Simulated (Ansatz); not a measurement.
Compare A (`CSC(N)F`) with its isomer B (`CC(N)(F)S`).

Isolated molecules relaxed with PBE0-D4/def2-TZVP in Ansatz; ΔE leaves out vibrations. CCSD(T)/CBS adds triple-zeta CCSD(T) − MP2 to the extrapolated MP2 energy (def2 sets, frozen cores). DFT in def2-TZVPP. B3LYP here is the variant with VWN-RPA as its local correlation; programs differ in this. Each species was taken in one conformer, which may not be the lowest.

A:

```xyz
11

C    -0.651   -1.113    1.440
S     0.817   -0.270    0.839
C     0.203    0.308   -0.752
N     1.173    1.149   -1.310
F    -1.039    0.942   -0.574
H    -0.928   -1.939    0.783
H    -1.484   -0.420    1.544
H    -0.393   -1.517    2.419
H    -0.004   -0.533   -1.418
H     0.938    1.444   -2.247
H     1.369    1.949   -0.723
```

B:

Z-matrix (Å, degrees):
```
C
C 1 1.509
H 1 1.089 2 110.1
H 1 1.094 2 109.5 3 -119.1
H 1 1.089 2 110.1 3 120.5
N 2 1.407 1 111.8 3 179.6
F 2 1.407 1 106.5 3 57.0
S 2 1.825 1 113.4 3 -60.8
H 6 1.011 2 111.9 1 -50.1
H 6 1.011 2 112.0 1 -174.7
H 8 1.342 2 95.0 1 73.8
```

Which isomer does CCSD(T)/CBS put lower? Give the gap. (Estimate.)

Computed: B, by 5.1 kcal/mol.

Give E(B) − E(A) in kcal/mol with B3LYP-D4, B3LYP, CCSD(T)/def2-TZVPP, PBE-D4, B2PLYP, PBE0-D4, ωB97M-V. (Estimate.)

The calculation gave: B3LYP-D4 -4.0, B3LYP -3.5, CCSD(T)/def2-TZVPP -5.6, PBE-D4 -3.6, B2PLYP -4.2, PBE0-D4 -4.1, ωB97M-V -5.0. None reverses the order clearly.

Largest T1 diagnostic: 0.011.

In def2-TZVPP, CCSD(T) changes the Hartree–Fock value by −1.2 kcal/mol (the triples alone add −0.0 kcal/mol) and MP2 by −1.0 kcal/mol.
